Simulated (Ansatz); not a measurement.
Consider the atomization: `CNN` → C• + 6 H• + 2 N•.

Computed with Ansatz on PBE0-D4/def2-TZVP structures; ΔE is electronic, products minus reactants. CBS: MP2 limit from def2 TZ/QZ plus the TZ coupled-cluster correction, frozen cores. This one scheme is used for every species, atoms too. Functionals use def2-TZVPP. No spin–orbit coupling; open shells (•) take unrestricted orbitals. Spin–orbit coupling would lower the free atoms: a little for C. One conformer a species, not always the lowest.

```csv
species,r2SCANh energy (Eh)
`CNN`,-151.13812
C•,-37.83336
H•,-0.49990
N•,-54.58116
```

Q: Work out ΔE.

A: ΔE = 6 × (-0.49990) + 2 × (-54.58116) + (-37.83336) − (-151.13812) = 1.14304 Eh = +3001.1 kJ/mol. CCSD(T)/CBS gives +3044.7 kJ/mol.

Largest T1 diagnostic among the species: 0.009.

Leaving LDA and LC-ωPBE aside and taking each functional with its dispersion term where it has one, the values, not all of them listed here, spread over 174.1 kJ/mol, from BHLYP-D4 to PBE-D4. LDA lies +412.4 kJ/mol from PBE without D4, its usual overbinding. The D4 term adds +15.7 kJ/mol with B3LYP and +8.1 kJ/mol with PBE0; it sums over pairs of atoms, weighted by their polarisabilities, and B3LYP, whose exchange is more repulsive, gets the larger term. From r2SCAN to r2SCAN0 (25 % exact exchange), in def2-TZVPP and without D4, ΔE moves by −51.0 kJ/mol: exact exchange takes away binding that semilocal exchange gives to molecules.

B3LYP here is the variant with VWN-RPA as its local correlation; programs differ in this.

For atomizations the MP2-based limit and the directly extrapolated one differ by several kJ/mol either way, and by 10 to 25 for some Ge, Se and Sn compounds, so smaller differences from it don't rank the levels.
